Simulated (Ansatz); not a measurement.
Gas-phase electronic energies from Ansatz, PBE0-D4/def2-TZVP geometries. CCSD(T)/CBS is the MP2 limit (def2-TZVPP, def2-QZVPP) plus CCSD(T) − MP2 in def2-TZVPP, frozen cores. This one scheme is used for every species. Functionals use def2-TZVPP. One conformer a species, not always the lowest.

`F[SiH2]P` + H₂S → `PS` + `F[SiH3]`  (cleavage of the P–Si bond)

`F[SiH2]P`:

Z-matrix (Å, degrees):
```
Si
P 1 2.244
F 1 1.602 2 108.5
H 1 1.484 2 108.5 3 -117.4
H 1 1.484 2 114.2 3 119.2
H 2 1.423 1 90.5 3 179.8
H 2 1.421 1 93.9 3 -86.8
```

H₂S:

Z-matrix (Å, degrees):
```
S
H 1 1.341
H 1 1.341 2 92.3
```

`PS`:

Cartesian coordinates in Å:
```
P -0.358 0.350 -0.626
S 0.355 -0.460 1.194
H -0.203 -0.816 -1.421
H 0.868 0.908 -1.072
H -0.663 0.019 1.925
```

`F[SiH3]`:

```xyz
5

F     0.675   -0.579   -1.282
Si   -0.018    0.015    0.033
H     0.835    1.109    0.555
H    -0.136   -1.075    1.030
H    -1.357    0.530   -0.337
```

Is it downhill or uphill in electronic energy at CCSD(T)/CBS, and by how much? (Best estimate.)

The calculation gave: Uphill: ΔE = +3.8 kcal/mol.

What do these levels give: CAM-B3LYP-D4, revPBE, r2SCANh, HF/def2-TZVPP, SCS-MP2/def2-QZVPP, MP2/CBS(def2)? (Best estimate.)

Ansatz gave: CAM-B3LYP-D4 3.5, revPBE 4.0, r2SCANh 4.2, HF/def2-TZVPP 1.4, SCS-MP2/def2-QZVPP 2.3, MP2/CBS(def2) 2.9 kcal/mol.

Largest T1 diagnostic among the species: 0.013.

Leaving LDA and LC-ωPBE aside and taking each functional with its dispersion term where it has one, the values, not all of them listed here, spread over 2.2 kcal/mol, from BHLYP-D4 to B97M-V. LDA lies +1.2 kcal/mol from PBE without D4. In def2-TZVPP, CCSD(T) changes the Hartree–Fock value by +2.9 kcal/mol (the triples alone add +0.2 kcal/mol) and MP2 by +1.9 kcal/mol.
